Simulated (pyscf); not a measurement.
Optimised with ωB97X-D3(BJ)/def2-SVP in PySCF. MP2 and CC: frozen core, UHF for open shells. ΔMP2 is the change of the MP2 total energy from the triple- to the quadruple-zeta basis.

Question: What is the homolytic dissociation enthalpy (298 K, CCSD(T)/def2-TZVPP + ΔMP2(QZVPP)) of the In–S bond of HS–InH–Cl, to SH• + [Cl–InH]•?

Answer: In–S to SH• + [Cl–InH]•: 314.9 kJ/mol. The radicals are drawn with the spin at the cut bond; how far it spreads was not checked. The CCSD(T) − MP2 part came from Ansatz, without density fitting, on the same reference. The frozen core leaves the outer d or s,p core shells of the metals and heavy elements correlated in the MP2 and CC values, and def2-TZVPP describes them poorly, which can shift differences by a few kcal/mol. Left out: the spin-orbit lowering of SH. Elements past Kr carry the def2 core potentials, without spin-orbit coupling.
